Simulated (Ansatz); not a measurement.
**Hf2N (P4_2/mnm)**

These are results of DFT PBEsol, scalar-relativistic, plane waves, PAW in Ansatz, not measurements.

Settings: cutoff 420 eV, Γ-centred mesh 8×8×12 on the computed 6-atom cell, Gaussian smearing of 0.10 eV; no spin polarisation.

The structure is relaxed at this level of theory with its symmetry kept. Whether it is the stable form of this composition wasn't checked.

The structure is tetragonal, space group P4_2/mnm (No. 136). The conventional cell has a = 5.296 Å, b = 5.296 Å, c = 3.227 Å, α = 90.00°, β = 90.00°, γ = 90.00°. Around Hf (site symmetry m2m) lie 3 N at 2.21 to 2.22 Å. N (site symmetry mmm) has 6 Hf at 2.21 to 2.22 Å as nearest neighbours.

```json
{
 "Volume per atom": "101.8 bohr³",
 "Formation energy from the elements' standard states (uncorrected)": "-1.342 eV/atom",
 "Kohn–Sham band gap": "none (metal)",
 "Density of states at the Fermi level": "2.71 states/eV per cell",
 "Löwdin character within 0.5 eV of the Fermi level": "Hf 5d 83 %, N 2p 7 %",
 "Bulk modulus": "205 GPa",
 "Its pressure derivative": "4.2",
 "Bader charges (e)": "Hf (4 in the cell) 0.97, N (2 in the cell) -1.93"
}
```

Spin-orbit coupling is left out, which matters for the bands of heavy elements.